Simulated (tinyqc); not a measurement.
Worked calculation: harmonic frequencies on the B3LYP (VWN-RPA form)/sto-6g surface (energies and gradients from PySCF), for HF, spin multiplicity 1. One step of it, computed by the program tinyqc.

Problem. One row of the Hessian: 2Hz. Displace 2Hz by +/-0.005 bohr; H(k, :) = (g(+) - g(-)) / (2 delta).

optimised positions (bohr), order 1F, 2H:
```
[[0.000000, 0.000000, -0.040714],
 [0.000000, 0.000000, 1.839725]]
```

gradient at +delta (hartree/bohr), order 1F, 2H:
```
[[0.00000000, 0.00000000, -0.00262606],
 [0.00000000, 0.00000000, 0.00262706]]
```

gradient at -delta (hartree/bohr), order 1F, 2H:
```
[[0.00000000, 0.00000000, 0.00264374],
 [0.00000000, 0.00000000, -0.00264254]]
```

Give: row of the Hessian.

Solution.

row of the Hessian (hartree/bohr^2): [0.000000, 0.000000, -0.526981, 0.000000, 0.000000, 0.526960]
